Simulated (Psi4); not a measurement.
Process, species as SMILES: S (H2S) → [SH-] + H+
B3LYP-D3(BJ)/def2-TZVP geometries, fixed; electronic energies without zero-point terms.
Largest species:
```xyz
3

S      0.0018     0.0003     0.1031
H     -0.0075     0.9678    -0.8277
H     -0.0219    -0.9726    -0.8218
```

Basis-set convergence of the deprotonation energy at MP2 with Psi4. Cartesian d functions, on some or all atoms, in 6-31G*, 6-31+G*, 6-31G**; all else is spherical. Density fitting with the program's default auxiliary sets. Cores are frozen. No added dispersion term, no relativity. Functions are those of the species that has most. Reference: Hartree-Fock in aug-cc-pV(5+d)Z plus the correlation part extrapolated as X^-3 from aug-cc-pV(Q+d)Z and aug-cc-pV(5+d)Z, 353.27 kcal/mol, itself unsure by roughly 0.13 kcal/mol (a third of the extrapolation step and of the last Hartree-Fock step). Deviations are taken from unrounded values.

```csv
basis,functions
STO-3G,11
3-21G,17
6-31G,17
6-31G*,23
6-31+G*,27
6-31G**,29
6-311G**,38
6-311+G**,42
"6-311++G(2d,2p)",55
"6-311++G(3df,3pd)",83
```

### Question
Which is the smallest Pople set listed that can be trusted to 0.5 kcal/mol here, that is, within that of the reference together with its larger relatives (same family, alike in diffuse functions; a set with none to test it counts only in the reference's own line)?

### Answer
Of the sets listed that have larger relatives (same family, alike in diffuse functions), none stays within 0.5 kcal/mol of the reference together with them. Value minus reference: STO-3G 161.59, 3-21G 1.31, 6-31G -3.26, 6-31G* 9.36, 6-31+G* -1.53, 6-31G** 15.55, 6-311G** 7.75, 6-311+G** 7.01, 6-311++G(2d,2p) 2.95, 6-311++G(3df,3pd) 2.11 kcal/mol.
